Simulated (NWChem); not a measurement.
## Correlation energy of F (+1)

SMILES: [F+]
```xyz
1

F      0.0000     0.0000     0.0000
```
Charge +1, spin multiplicity 3.

Everything below was run with NWChem.

Basis set: cc-pVQZ. Each correlation energy counts from its own Hartree-Fock reference.

The correlated methods keep 1 core orbital frozen. No SCF solution was tested for a lower state. Open-shell Hartree-Fock references start from PBE0 orbitals. Coupled-cluster values serve here as a point of comparison, not as the truth.

### Question
For the correlation energy, URI-MP2 gives -159.0 mHa and UMP2 gives -159.0 mHa. What do SCS-UMP2, CCSD on UHF, CCSD[T] on UHF give?

### Answer
SCS-UMP2: -158.2 mHa; CCSD on UHF: -173.4 mHa; CCSD[T] on UHF: -175.9 mHa.
